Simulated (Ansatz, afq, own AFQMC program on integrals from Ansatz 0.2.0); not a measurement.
# PtN2, quintet in def2-SVP, levels against CCSDT(Q)

```yaml
atoms:
  - { symbol: Pt, position_ang: [0.0000, 0.0180, 1.7500] }
  - { symbol: N, position_ang: [0.0000, -0.1211, -0.3381] }
  - { symbol: N, position_ang: [0.0000, 0.1031, -1.4119] }
```

Connectivity, by distances: Pt–N–N.

Basis def2-SVP with its core potentials. Noble-gas cores (and the filled d shells of Ga–Kr and In–Xe) are frozen. Ansatz 0.2.0 and our own AFQMC program on the same integrals; the CISD trial comes from CCSD amplitudes, and released means the phaseless constraint is let go. Error bars are statistical, one sigma. No spin–orbit coupling. The metal's outer-core s and p shells are frozen, which shifts wave-function levels against functionals.

Determinant: UHF, the one that the program's search chose, which needn't be the lowest solution. The geometry is a PBE0/def2-TZVP stationary point of this or a neighbouring charge and spin state.

No full CI on the walks' own integrals is used here; CCSDT(Q) serves as the reference and is uncertain by about the last step of the cluster series.

Cautions: no spin-orbit coupling; outer-core shells of the metal frozen; another spin lies lower (by 5.16 eV); the released energies are still falling, so no released level is given (meV from the phaseless value at times in 1/Eh: -16 ± 11 at 0.24, -26 ± 10 at 0.60, -59 ± 12 at 1.20, -68 ± 18 at 1.80, -99 ± 21 at 2.60), though the last usable value meets CCSDT(Q) within the noise.

```
T1 diagnostic                               : 0.0213
weight of the determinant in the CISD state : 0.835
⟨S²⟩ of the determinant                     : 6.033
size of the correlated space                : 20 electrons in 54 orbitals
```

Reference: CCSDT(Q), correlation energy -13.754 eV.

```csv
level,E − E(reference) (kJ/mol),share of correlation (%)
HF,1327.0,0.00
MP2,63.7,95.20
CCSD,50.4,96.20
CCSD(T),7.4,99.44
CCSDT,5.9,99.56
ph-AFQMC/CISD,4.4 ± 0.9,99.66
```

A walk keeps the symmetry of its determinant, which the program's search chose and which needn't be the lowest solution, so a lower state of the same spin and another symmetry isn't excluded.
